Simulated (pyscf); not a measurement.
# Substitution at C: H₃C–CH₂–SiH₃ + CH₃• → H₃C–CH₃ + •H₂C–SiH₃

Gas phase, doublet surface, charge 0. Bonds broken: C1–C2. Bonds formed: C1–C12. Optimised with ωB97X-D3(BJ)/def2-SVP in PySCF.

Transition state (Å):

```xyz
15

C      0.0366     0.4403    -0.6082
C     -1.1242    -0.6735     0.4917
Si    -1.8779     0.4140     1.8038
H     -0.7987     1.0812    -0.8967
H      0.2881    -0.4324    -1.2125
H      0.6537     0.7034     0.2531
H     -1.8459    -1.1008    -0.2205
H     -0.4604    -1.4626     0.8754
H     -2.6505     1.5214     1.1588
H     -2.8039    -0.3131     2.7276
H     -0.7947     1.0303     2.6320
C      1.2169     1.5217    -1.7441
H      1.1665     2.5432    -1.3458
H      2.2178     1.0808    -1.6508
H      0.8145     1.4449    -2.7624
```

One imaginary mode, 1264i cm⁻¹; descent along it reached the two sides named.

```csv
bond,change,reactant side (Å),saddle,product side
C1–C2,breaks,1.534,1.949,3.5
C1–C12,forms,3.6,1.963,1.527
```

Electronic energies relative to the separated reactants (kcal/mol):

| level | barrier | reaction energy | reverse barrier |
|---|---|---|---|
| ωB97X-D3(BJ)/def2-TZVP | 47.3 | -4.7 | 52.0 |
| PBE/def2-TZVP | 38.1 | -5.8 | 43.8 |
| r²SCAN/def2-TZVP | 41.9 | -5.0 | 46.9 |
| B3LYP-D3(BJ)/def2-TZVP | 42.9 | -5.1 | 48.0 |
| PBE0-D3(BJ)/def2-TZVP | 43.3 | -4.8 | 48.1 |
| M06-2X/def2-TZVP | 45.4 | -5.0 | 50.4 |
| ωB97M-D3(BJ)/def2-TZVP | 46.7 | -4.8 | 51.5 |
| HF/def2-TZVP | 64.7 | -6.0 | 70.7 |

With ωB97M-D3(BJ)/def2-TZVP energies and thermal terms (ideal gas, 1 atm, RRHO with modes under 100 cm⁻¹ raised to 100, one conformer, R ln 2 for chiral ones without a mode under 150 cm⁻¹), in kcal/mol:

```json
[
 {"T (K)": "298", "ΔH‡": "47.4", "ΔG‡": "56.9", "ΔH": "-3.8", "ΔG": "-4.5"},
 {"T (K)": "600", "ΔH‡": "47.8", "ΔG‡": "66.3", "ΔH": "-4.2", "ΔG": "-5.0"},
 {"T (K)": "900", "ΔH‡": "48.4", "ΔG‡": "75.4", "ΔH": "-4.4", "ΔG": "-5.4"},
 {"T (K)": "1200", "ΔH‡": "49.0", "ΔG‡": "84.3", "ΔH": "-4.5", "ΔG": "-5.6"}
]
```

The same reactants have a lower exit, to H₃C–CH₂–SiH₂• + CH₄ (barrier +8.4 kcal/mol at ωB97M-D3(BJ)/def2-TZVP, against +46.7 kcal/mol here). H₃C–CH₂–SiH₃ lies 12.8 kcal/mol over its isomer H₃C–SiH₂–CH₃ (electronic energy, ωB97M-D3(BJ)/def2-TZVP). •H₂C–SiH₃ lies 10.6 kcal/mol over its isomer H₃C–SiH₂• (electronic energy, ωB97M-D3(BJ)/def2-TZVP). One saddle was located; it need not be the lowest between these sides. The angle at the attacked C is 179°.
